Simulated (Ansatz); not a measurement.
Results of the Gaussian-basis code of Ansatz.

A structure relaxed at PBE0-D4/def2-TZVP, charge 0, multiplicity 1:

| atom | x (Å) | y (Å) | z (Å) |
| --- | --- | --- | --- |
| O1 | -0.1896 | 0.9635 | -0.4803 |
| Al2 | -1.1914 | 0.1384 | 0.6782 |
| Si3 | 0.8028 | -0.3866 | -0.2737 |
| H4 | -2.5766 | 0.5643 | 1.3013 |
| H5 | 1.0039 | -1.1981 | -1.5063 |
| H6 | 2.1509 | -0.0815 | 0.2807 |

Give its formula and SMILES.

AlH3OSi, `[O]1[AlH][SiH2]1`.

Point group (tolerance 0.08 Å, 0.16 Å for H)?

Cs.

Summarise the bond lengths by kind.

1 × Al–O 1.740 Å; 1 × O–Si 1.688 Å; 1 × Al–Si 2.271 Å; 1 × Al–H 1.578 Å; 2 × H–Si 1.489 Å.
